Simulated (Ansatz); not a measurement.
The first iterations of a band of C$_{3}$H$_{6}$O$_{2}$ (11 atoms, charge 0, multiplicity 1).

These are results of RKS PBE0/def2-SVP in Ansatz, not measurements.

```yaml
movable_images: 5
climbing_image: yes
spring: 5.0 eV/Å²
optimiser: quadratic models (default)
start_path: IDPP
force_threshold: 0.05 eV/Å
iteration_limit: 60
end_points: relaxed
```

Image 0:

```xyz
11
Properties=species:S:1:pos:R:3
C -0.629 0.045 1.640
C -0.319 -0.936 0.784
O 0.235 -0.831 -0.433
C 0.506 0.461 -0.927
O 1.077 0.359 -2.166
H -1.074 -0.218 2.600
H -0.456 1.104 1.440
H -0.503 -1.987 1.030
H -0.443 1.041 -0.927
H 1.230 0.971 -0.266
H 0.442 -0.066 -2.754
```

Image 6:

```xyz
11
Properties=species:S:1:pos:R:3
C -0.583 0.039 1.657
C -0.449 -0.923 0.736
O -0.048 -0.802 -0.539
C 0.326 0.479 -0.995
O 0.712 0.396 -2.305
H -0.924 -0.236 2.656
H -0.375 1.094 1.469
H -0.675 -1.969 0.967
H -0.540 1.163 -0.945
H 1.125 0.866 -0.327
H 1.496 -0.164 -2.354
```

| iteration | highest image above the first end (eV) | largest band force component (eV/Å) |
| --- | --- | --- |
| 1 | 0.234 | 0.971 |
| 2 | 0.121 | 0.227 |

**Question.** Does the band converge within its limit, and where does its top end?

**Answer.** It converged. It ended after 6 iterations with the highest image 0.098 eV above the first end. A vibrational analysis at the climbing image gives one clearly imaginary mode, 395i cm⁻¹: a first-order saddle point.

The run took 55 s on 2 threads of Intel(R) Xeon(R) Platinum 8488C (Sapphire Rapids), with other jobs on the host, peak memory 0.22 GiB.
